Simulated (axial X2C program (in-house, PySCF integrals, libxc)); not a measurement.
# AlO⁻: cheaper levels and CCSD(T), two-component

Computed with an in-house all-electron X2C program for linear molecules (integrals from PySCF). Two-component (2c) means X2C with spin–orbit coupling and atomic mean-field two-electron Coulomb and Gaunt terms. Basis: Al dyall-av3z [9s9p3d2f], O dyall-av3z [7s6p3d2f] (cores contracted in-house); Gaussian nuclei, density fitting, unrestricted open shells. Masses: Al 26.982 u, O 15.995 u.

State: Ω = 0 (closed shell); fragments Al + O- for PBE0, MP2, CCSD, BHandHLYP, CCSD(T); Al- + O for HF.

```tsv
level	Re (Å)	ωe (cm⁻¹)	De (eV)
PBE0	1.645	977.0	6.03
HF	1.615	1071.5	n/a
MP2	1.673	908.5	6.73
CCSD	1.649	978.5	6.04
BHandHLYP	1.628	1021.1	5.68
```

Correlated methods: 10 electrons correlated (number of frozen shells: Al 2 s, 1 p; O 1 s), 200 virtual spin orbitals or spinors in MP2, 90 natural virtuals in coupled cluster.

CCSD(T), same Hamiltonian and basis:

Re = 1.661 Å, ωe = 940.9 cm⁻¹, De = 6.26 eV; T1 = 0.028 (Lee–Taylor normalisation).

Q: Give the differences from CCSD(T) in the columns below.

A: 

| level | ΔRe (Å) | Δωe (cm⁻¹) | ΔDe (eV) |
| --- | --- | --- | --- |
| PBE0 | -0.016 | 36 | -0.23 |
| HF | -0.046 | 131 | n/a |
| MP2 | 0.012 | -32 | 0.47 |
| CCSD | -0.012 | 38 | -0.22 |
| BHandHLYP | -0.033 | 80 | -0.58 |

One determinant describes the state; a PBE0 search over occupations chose it and may have missed a lower one. Closed shells are restricted here (equal orbitals for both partners); the stretched side of such a curve lies too high. Dissociation energies refer to the lowest single-determinant-based atoms at the same level and basis. De is not given where an atomic determinant may have missed its ground term or J level, or where the truncated virtual space spoils (T). CCSD and (T) use frozen natural virtuals with an MP2 correction for the truncation; (T) itself is uncorrected, so its De runs slightly low. In 2c an atomic determinant is not the ground J level, so De misses part of the atomic spin–orbit lowering. This holds for PBE0, BHandHLYP. The functionals have no current-density term, which raises determinants with orbital currents, atoms included. The T1 diagnostic is large, a sign of multireference character.
